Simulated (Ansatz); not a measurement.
Born–Oppenheimer molecular dynamics of C$_{3}$H$_{5}$S (9 atoms, charge 1, multiplicity 1). It starts from a relaxed structure.

All numbers below come from RKS BHLYP-D4/def2-SVP in Ansatz 0.2.0.

```json
{
 "ensemble": "NVE (Milne-controlled integrator)",
 "time step": "0.5 fs",
 "steps asked": "300",
 "starting velocities drawn for": "300 K",
 "seed": "383257"
}
```

Frames 1 fs apart, positions in Å, forces in eV/Å.

Velocities at 45.0 fs (Å/ps):

```
C 2.44 0.16 3.85
C -3.80 1.05 -4.44
S 1.15 -0.96 2.08
C 2.75 -0.73 -0.87
H -13.11 -1.22 -8.66
H 1.38 7.49 -23.46
H -8.83 11.56 5.72
H -10.53 -15.20 -14.28
H -21.88 22.24 -8.23
```

```xyz
9
Properties=species:S:1:pos:R:3:forces:R:3 time_fs=45.0 energy_less_start_eV=0.080 T=212
C 1.937 0.561 -1.250 -1.40 0.00 0.30
C 0.869 0.691 -0.713 0.44 -0.16 -0.23
S -0.699 0.831 -0.110 -0.04 -0.46 -0.16
C -1.075 -0.819 0.621 1.24 0.46 0.32
H 2.802 0.395 -1.827 0.92 0.00 -0.25
H -0.414 1.533 0.988 -0.04 0.20 0.49
H -1.911 -0.677 1.271 -0.70 0.23 0.49
H -1.348 -1.446 -0.199 -0.13 -0.47 -0.69
H -0.200 -1.200 1.169 -0.29 0.20 -0.27
9
Properties=species:S:1:pos:R:3:forces:R:3 time_fs=46.0 energy_less_start_eV=0.085 T=206
C 1.939 0.561 -1.246 -1.57 0.01 0.31
C 0.866 0.692 -0.718 0.64 -0.17 -0.26
S -0.698 0.830 -0.108 -0.19 -0.63 -0.59
C -1.072 -0.820 0.620 -0.48 0.52 -0.44
H 2.794 0.393 -1.837 0.96 0.00 -0.25
H -0.413 1.542 0.967 0.03 0.36 0.85
H -1.922 -0.664 1.278 -0.17 0.08 0.06
H -1.359 -1.463 -0.216 0.14 0.09 0.04
H -0.222 -1.177 1.160 0.63 -0.26 0.29
9
Properties=species:S:1:pos:R:3:forces:R:3 time_fs=47.0 energy_less_start_eV=0.139 T=146
C 1.939 0.561 -1.242 -1.20 -0.06 -0.02
C 0.863 0.693 -0.723 0.64 -0.17 -0.20
S -0.697 0.829 -0.106 -0.27 -0.65 -0.82
C -1.069 -0.820 0.619 -2.03 0.60 -1.04
H 2.794 0.392 -1.849 0.65 0.07 0.00
H -0.411 1.554 0.954 0.06 0.40 0.98
H -1.935 -0.651 1.286 0.35 -0.08 -0.35
H -1.369 -1.479 -0.232 0.37 0.56 0.65
H -0.238 -1.157 1.154 1.44 -0.67 0.80
9
Properties=species:S:1:pos:R:3:forces:R:3 time_fs=48.0 energy_less_start_eV=0.180 T=101
C 1.939 0.562 -1.238 -0.51 -0.17 -0.51
C 0.860 0.694 -0.728 0.47 -0.15 -0.07
S -0.696 0.827 -0.104 -0.28 -0.50 -0.80
C -1.068 -0.819 0.617 -2.68 0.59 -1.14
H 2.801 0.392 -1.861 0.16 0.16 0.37
H -0.409 1.570 0.951 0.02 0.27 0.86
H -1.945 -0.638 1.291 0.69 -0.20 -0.62
H -1.374 -1.489 -0.242 0.51 0.82 0.98
H -0.240 -1.144 1.155 1.62 -0.81 0.93
9
Properties=species:S:1:pos:R:3:forces:R:3 time_fs=49.0 energy_less_start_eV=0.167 T=115
C 1.938 0.562 -1.234 0.16 -0.27 -0.98
C 0.858 0.694 -0.733 0.24 -0.13 0.10
S -0.695 0.826 -0.103 -0.24 -0.19 -0.60
C -1.069 -0.819 0.614 -2.19 0.44 -0.62
H 2.809 0.393 -1.870 -0.26 0.23 0.69
H -0.407 1.588 0.956 -0.06 0.00 0.55
H -1.948 -0.628 1.290 0.79 -0.28 -0.70
H -1.376 -1.492 -0.243 0.53 0.84 1.00
H -0.228 -1.137 1.165 1.03 -0.64 0.57
9
Properties=species:S:1:pos:R:3:forces:R:3 time_fs=50.0 energy_less_start_eV=0.137 T=149
C 1.938 0.561 -1.231 0.60 -0.32 -1.26
C 0.856 0.695 -0.737 0.03 -0.11 0.25
S -0.694 0.824 -0.102 -0.17 0.18 -0.34
C -1.072 -0.817 0.610 -0.94 0.31 0.24
H 2.814 0.396 -1.872 -0.48 0.26 0.85
H -0.405 1.607 0.966 -0.15 -0.31 0.17
H -1.944 -0.620 1.283 0.63 -0.29 -0.57
H -1.372 -1.487 -0.235 0.43 0.62 0.70
H -0.206 -1.137 1.180 0.05 -0.33 -0.04
9
Properties=species:S:1:pos:R:3:forces:R:3 time_fs=51.0 energy_less_start_eV=0.135 T=150
C 1.938 0.561 -1.229 0.66 -0.30 -1.29
C 0.854 0.695 -0.742 -0.07 -0.11 0.34
S -0.693 0.822 -0.101 -0.12 0.51 -0.11
C -1.075 -0.816 0.607 0.52 0.34 1.10
H 2.816 0.401 -1.866 -0.43 0.23 0.81
H -0.405 1.622 0.978 -0.22 -0.59 -0.16
H -1.935 -0.615 1.270 0.25 -0.24 -0.26
H -1.364 -1.476 -0.220 0.24 0.20 0.14
H -0.184 -1.140 1.195 -0.82 -0.05 -0.58
9
Properties=species:S:1:pos:R:3:forces:R:3 time_fs=52.0 energy_less_start_eV=0.168 T=114
C 1.938 0.560 -1.228 0.35 -0.21 -1.06
C 0.852 0.695 -0.747 -0.05 -0.13 0.38
S -0.692 0.821 -0.100 -0.10 0.75 0.04
C -1.079 -0.814 0.605 1.80 0.54 1.72
H 2.813 0.409 -1.853 -0.13 0.16 0.58
H -0.407 1.631 0.988 -0.26 -0.78 -0.40
H -1.923 -0.612 1.255 -0.27 -0.14 0.16
H -1.354 -1.464 -0.204 0.00 -0.32 -0.53
H -0.169 -1.143 1.204 -1.35 0.13 -0.89
9
Properties=species:S:1:pos:R:3:forces:R:3 time_fs=53.0 energy_less_start_eV=0.199 T=80
C 1.938 0.559 -1.228 -0.23 -0.08 -0.66
C 0.850 0.696 -0.751 0.07 -0.15 0.37
S -0.692 0.820 -0.099 -0.12 0.87 0.08
C -1.080 -0.812 0.604 2.60 0.72 1.93
H 2.810 0.418 -1.834 0.35 0.06 0.22
H -0.411 1.634 0.994 -0.25 -0.84 -0.50
H -1.913 -0.610 1.241 -0.76 -0.04 0.55
H -1.344 -1.454 -0.193 -0.19 -0.73 -1.06
H -0.167 -1.145 1.205 -1.47 0.20 -0.94
9
Properties=species:S:1:pos:R:3:forces:R:3 time_fs=54.0 energy_less_start_eV=0.183 T=98
C 1.939 0.558 -1.228 -0.81 0.04 -0.26
C 0.848 0.696 -0.754 0.21 -0.17 0.34
S -0.691 0.819 -0.098 -0.17 0.86 0.01
C -1.080 -0.809 0.605 2.59 0.73 1.62
H 2.809 0.428 -1.813 0.82 -0.03 -0.12
H -0.418 1.628 0.996 -0.20 -0.79 -0.46
H -1.910 -0.609 1.233 -1.00 0.01 0.73
H -1.335 -1.451 -0.191 -0.24 -0.79 -1.15
H -0.178 -1.146 1.198 -1.19 0.14 -0.72
9
Properties=species:S:1:pos:R:3:forces:R:3 time_fs=55.0 energy_less_start_eV=0.120 T=167
C 1.939 0.557 -1.229 -1.07 0.11 -0.06
C 0.846 0.696 -0.758 0.28 -0.18 0.33
S -0.690 0.818 -0.097 -0.26 0.73 -0.17
C -1.077 -0.806 0.607 1.63 0.58 0.84
H 2.817 0.438 -1.793 1.03 -0.08 -0.28
H -0.426 1.615 0.994 -0.10 -0.61 -0.28
H -1.917 -0.607 1.231 -0.85 -0.03 0.61
H -1.329 -1.456 -0.201 -0.16 -0.46 -0.75
H -0.201 -1.145 1.183 -0.50 -0.05 -0.24
9
Properties=species:S:1:pos:R:3:forces:R:3 time_fs=56.0 energy_less_start_eV=0.077 T=215
C 1.938 0.556 -1.230 -0.83 0.12 -0.15
C 0.844 0.695 -0.761 0.26 -0.18 0.36
S -0.690 0.818 -0.095 -0.37 0.49 -0.44
C -1.074 -0.802 0.609 -0.01 0.41 -0.17
H 2.834 0.447 -1.776 0.83 -0.07 -0.19
H -0.436 1.596 0.989 0.02 -0.34 0.01
H -1.932 -0.606 1.235 -0.38 -0.13 0.26
H -1.325 -1.464 -0.217 -0.02 0.05 -0.11
H -0.228 -1.145 1.167 0.49 -0.36 0.43
```

Of the whole run (150 fs, mean temperature of the second half 150 K): The conserved energy stayed within 0.029 meV per atom of its start (net change -0.0056 meV per atom), so the integration is sound. The temperature averaged 0.50 of the 300 K drawn at the start: a run that starts near a minimum puts about half its kinetic energy into the potential. A run of 0.15 ps of so small a system gives no equilibrium averages. Limits of this set-up: the dipole of an ion depends on the origin.

The run took 26 min on 1 thread of Intel(R) Xeon(R) Processor @ 2.50GHz (Skylake/Cascade Lake) (shared host), peak memory 0.15 GiB.
